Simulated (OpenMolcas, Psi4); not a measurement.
# C2H4S (thiirane): the vertical ionisation energy from total energies

C2H4S: 7 atoms, total charge 0, spin state singlet. SMILES: `C1CS1`. Geometry: relaxed at PBE0-D4/def2-TZVP.

Both states at this one shape; open shells run unrestricted unless said. 1 Eh = 27.2114 eV.

```tsv
level	program	singlet C2H4S (Eh)	doublet C2H4S+ (Eh)	HOMO of the first (eV)
M06-L/aug-cc-pVDZ	OpenMolcas	-476.787938	-476.455569	-5.53
HSE06/aug-cc-pVDZ	Psi4	-476.585461	-476.256067	-6.17
```

Work out the vertical ionisation energy at each level.


1. M06-L/aug-cc-pVDZ: -476.455569 − (-476.787938) = 0.332369 Eh = 9.04 eV; −ε(HOMO) = 5.53 eV.
2. HSE06/aug-cc-pVDZ: -476.256067 − (-476.585461) = 0.329394 Eh = 8.96 eV; −ε(HOMO) = 6.17 eV.

No measured value is set beside it here; the levels span 8.96 to 9.04 eV. In semi-local functionals −ε(HOMO) lies far under the ionisation energy, a result of self-interaction, while the difference of totals does much better.
